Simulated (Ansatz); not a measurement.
Anatase TiO₂ (metastable phase), treated with PBE-D4 (PAW; Ansatz, a program for electronic structure).

Excerpt of the program's output:

```
Relaxation: its limit of steps is 80 (relax.max_steps)
Crystal: 6 atoms, lattice volume = 65.963 Å³
Basis set: ecut = 520 eV, 1741 PW (Γ), FFT grids on a1+a3, a2+a3, a3, exchange–correlation on 60×60×90 points (8 copies of the dense FFT grid, shifted against one another)
Bands: 30, of which v1, the nominal top of the filled ones, is band 24 counted from 1 (23 counted from 0)
Symmetry: 16 space group operations
Space group: I41/amd (ITA 141), of the structure as read, at distance tolerance 4.0e-5 Å
k-points: 163 of 1728
Functional: x = pbe(κ = 0.804, μ = 0.2195149727645171), c = pbe(β = 0.06672455060314922)
SCF iter   1: F=—  HF=-7278.552679 eV  |F-HF|=—  |Δ(HF+E_count)|=         —  Δρ=4.17e-3  dr2=5.20e-3
SCF iter   2: F=—  HF=-7278.554714 eV  |F-HF|=—  |Δ(HF+E_count)|=   2.03e-3  Δρ=3.65e-3  dr2=7.33e-3
  ...
SCF 1 converged in 6 iterations: F = -7278.554043 eV  dr2 = 8.00e-9
Crystal: 6 atoms, lattice volume = 65.963 Å³
Basis set: ecut = 520 eV, 1725 PW (Γ), FFT grids on a1+a3, a2+a3, a3, exchange–correlation on 60×60×90 points (8 copies of the dense FFT grid, shifted against one another)
Initial density: handed on by an earlier stage of this run
  ...
Basis set: ecut = 520 eV, 1717 PW (Γ), FFT grids on a1+a3, a2+a3, a3, exchange–correlation on 60×60×90 points (8 copies of the dense FFT grid, shifted against one another)
SCF 3 converged in 6 iterations: F = -7278.568930 eV  dr2 = 5.30e-8
Crystal: 6 atoms, lattice volume = 65.963 Å³
SCF 4 converged in 5 iterations: F = -7278.569046 eV  dr2 = 1.07e-8
Crystal: 6 atoms, lattice volume = 65.963 Å³
SCF 5 converged in 4 iterations: F = -7278.569053 eV  dr2 = 5.30e-9
Crystal: 6 atoms, lattice volume = 65.963 Å³
Basis set: ecut = 520 eV, 1717 PW (Γ), FFT grids on a1+a3, a2+a3, a3, exchange–correlation on 60×60×80 points (8 copies of the dense FFT grid, shifted against one another)
SCF iter   5: F=—  HF=-7278.569067 eV  |F-HF|=—  |Δ(HF+E_count)|=   2.40e-8  Δρ=4.38e-7  dr2=3.09e-11
SCF iter   6: F=-7278.569067 eV  HF=-7278.569067 eV  |F-HF|=1.82e-12  |Δ(HF+E_count)|=  6.80e-10  Δρ=5.96e-8  dr2=1.23e-12
SCF 6 converged in 6 iterations: F = -7278.569067 eV  dr2 = 1.23e-12
SCF converged after 6 iterations
Free energy (F): -7278.569067 eV
Internal energy: -7278.569067 eV  (E = F + TS)
E sigma→0 (E₀):  -7278.569067 eV
Fermi energy:    8.858137 eV
--- Forces (eV/Å), atoms counted from 1 ---
  atom   1  Ti     0.00000000     0.00000000     0.00000000
  atom   2  Ti     0.00000000     0.00000000     0.00000000
  atom   3  O      0.00000000     0.00000000     0.00001218
  atom   4  O      0.00000000     0.00000000     0.00001218
  atom   5  O      0.00000000     0.00000000    -0.00001218
  atom   6  O      0.00000000    -0.00000000    -0.00001218
--- Stress (GPa, compression-positive) ---
        7.493479       0.000000       0.000000
        0.000000       7.493479       0.000000
       -0.000000       0.000000       7.490195
  P = ⅓ Tr σ = 7.4924 GPa (74.924 kbar)
```

Question: Write an input file that could have produced this run (the log leaves some choices open).

Answer: This is not unique; one that fits is 
Ansatz 0.2 input:
```yaml
crystal:
  lattice:
    - [-1.8659000342, 1.8659000342, 4.736562472]
    - [1.8659000342, -1.8659000342, 4.736562472]
    - [1.8659000342, 1.8659000342, -4.736562472]
  atoms:
    - { symbol: Ti, position: [0.75, 0.25, 0.5] }
    - { symbol: Ti, position: [0.0, 0.0, 0.0] }
    - { symbol: O, position: [0.5424687617, 0.0424687617, 0.5] }
    - { symbol: O, position: [0.7924687617, 0.7924687617, 0.0] }
    - { symbol: O, position: [0.2075312383, 0.2075312383, 0.0] }
    - { symbol: O, position: [0.9575312383, 0.4575312383, 0.5] }
basis:
  ecutwfc: 520
  ecutrho_ratio: 4
  xc_grid: 2
kpoints:
  mp_grid: { grid: [12, 12, 12] }
hamiltonian:
  xc: pbe
  dispersion: d4
  pseudopotentials: { kind: paw }
scf:
  occupations: { method: fermi_dirac, width: 0.01 }
output:
  forces: true
  stress: true
  eigenvalues: true
relax:
  f_tol: 0.004
  escape_saddle: false
  max_steps: 80
  cell: { stress_tol: 0.02, fix: [volume] }
```

The cell is one volume of an energy–volume scan, off the minimum.

The result took roughly 80 core-seconds.
